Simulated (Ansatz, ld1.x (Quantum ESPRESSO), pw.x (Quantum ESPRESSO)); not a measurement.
## lithium: does the RRKJ potential hold in the solid?

ld1.x (Quantum ESPRESSO) 7.5 input, shortened:

```
&input
   title='Li', zed=3., rel=1, dft='PBESOL', iswitch=3,
   config='[He] 2s1 2p0 3d-2'
 /
 &inputp
   pseudotype=2, tm=.false., lloc=0,
   nlcc=.true., new_core_ps=.true.
 /
3
2P  2  1   0.00   0.00  3.20  3.20  0.0
3D  3  2  -2.00   0.40  2.60  2.60  0.0
2S  1  0   1.00   0.00  1.52  1.52  0.0
 &test
   configts(1)='2s1 2p0'
 /
```

Atomic tests: cutoffs needed: 18 Ry and 35 Ry (the cutoffs (Ry, on a coarse ladder) from which the occupation-weighted sum of valence levels, in a spherical-Bessel basis at the reference potential, stays within 10 and 1 mRy of its value at 400 Ry); ghost test: no extra level below or beside the all-electron valence levels (p, d, s, f tested) (spherical-Bessel basis up to 400 Ry, 20 bohr box); largest excitation error: +1.0 meV (all-electron minus pseudo) for 2s0.5 2p0, out of 2 test configurations.

Crystal test: fcc Li in pw.x 7.5, no spin, 13³ k-points, Fermi–Dirac smearing 0.01 Ry, cutoffs 50/200 Ry. The reference is all-electron LAPW (Ansatz 0.2.0) with the same functional, mesh and smearing; V0 and B0 come from Birch–Murnaghan fits to the pressures at five volumes. Errors are pseudo minus all-electron; Δ is the rms difference of the E(V) curves that follow from these fits, minima aligned, over ±6 % about the mean V0. Mesh and smearing are coarse, so the numbers serve the comparison and aren't converged zero-temperature values; the lattice is a test structure that the element need not adopt.

All-electron: a0 = 4.327 Å (V0 = 20.25 Å³/atom), B0 = 13.5 GPa.

**Question.** How far does the potential miss the all-electron equation of state?

**Answer.** mean pressure error (GPa): -0.34; a0 (Å): 4.289; a0 error (%): -0.88; B0 error (%): +0.5; Δ (meV/atom): 1.6. The largest radius (3.20 bohr) exceeds half the bond length (2.89 bohr), so the spheres overlap, which is one possible source of error among others. This is a poor potential for the solid.

```tsv
V (Å³/atom)	P all-electron (GPa)	P pseudo (GPa)
19.310	0.70	0.30
19.818	0.30	-0.07
20.326	-0.05	-0.39
20.834	-0.37	-0.68
21.342	-0.65	-0.94
```

**Question.** At the middle volume, how do free energy and pressure move when the wave cutoff is lowered (ecutrho kept at four times it)?

**Answer.**

| cutoff (Ry) | shift of F (meV/atom) | shift of P (GPa) |
| --- | --- | --- |
| 22 | +55.4 | -0.84 |
| 30 | +8.0 | -0.33 |
| 40 | +0.5 | +0.03 |

Input at the middle volume:

```
&control
  calculation='scf', prefix='x', pseudo_dir='./', outdir='./tmp', tstress=.true., disk_io='none'
/
&system
  ibrav=0, nat=1, ntyp=1, ecutwfc=50, ecutrho=200, nbnd=7,
  occupations='smearing', smearing='fd', degauss=0.01
/
&electrons
  conv_thr=1e-09, mixing_beta=0.4, electron_maxstep=70
/
ATOMIC_SPECIES
Li 1.0 Li.UPF
CELL_PARAMETERS angstrom
  0.00000000 2.16607742 2.16607742
  2.16607742 0.00000000 2.16607742
  2.16607742 2.16607742 0.00000000
ATOMIC_POSITIONS crystal
Li 0.0000 0.0000 0.0000
K_POINTS automatic
13 13 13 0 0 0
```

```bash
pw.x < Li.scf.in > Li.scf.out
```

Lines of the output:

```
Message from routine setup:
     using ibrav=0 with symmetry is DISCOURAGED, use correct ibrav instead
     lattice parameter (alat)  =       5.7888  a.u.
     unit-cell volume          =     137.1666 (a.u.)^3
     number of electrons       =         1.00
     number of Kohn-Sham states=            7
     kinetic-energy cutoff     =      50.0000  Ry
     charge density cutoff     =     200.0000  Ry
     scf convergence threshold =      1.0E-09
     Exchange-correlation= PBESOL
     number of k points=    84  Fermi-Dirac smearing, width (Ry)=  0.0100
     iteration #  1     ecut=    50.00 Ry     beta= 0.40
     total energy              =      -0.96751442 Ry
     estimated scf accuracy    <       0.00031940 Ry
     iteration #  2     ecut=    50.00 Ry     beta= 0.40
     total energy              =      -0.96747223 Ry
     estimated scf accuracy    <       0.00011113 Ry
     iteration #  3     ecut=    50.00 Ry     beta= 0.40
     total energy              =      -0.96747358 Ry
     estimated scf accuracy    <          5.1E-09 Ry
     iteration #  4     ecut=    50.00 Ry     beta= 0.40
     c_bands:  1 eigenvalues not converged
     total energy              =      -0.96747377 Ry
     estimated scf accuracy    <          2.7E-09 Ry
     iteration #  5     ecut=    50.00 Ry     beta= 0.40
     the Fermi energy is     0.4853 ev
!    total energy              =      -0.96747377 Ry
     estimated scf accuracy    <          4.4E-10 Ry
     smearing contrib. (-TS)   =      -0.00229233 Ry
     The total energy is F=E-TS. E is the sum of the following terms:
     one-electron contribution =       0.42019565 Ry
     hartree contribution      =       0.00115327 Ry
     xc contribution           =      -0.82648470 Ry
     ewald contribution        =      -0.56004567 Ry
     convergence has been achieved in   5 iterations
          total   stress  (Ry/bohr**3)                   (kbar)     P=       -3.91
     Message from routine punch:
     Nothing written, as per user request (disk_io='none')
```

The run at the middle volume (84 k-points, 5 iterations) took about 6.1 s on one core of a shared host (Neoverse-V1, 32 threads, 247 GiB, load 11).
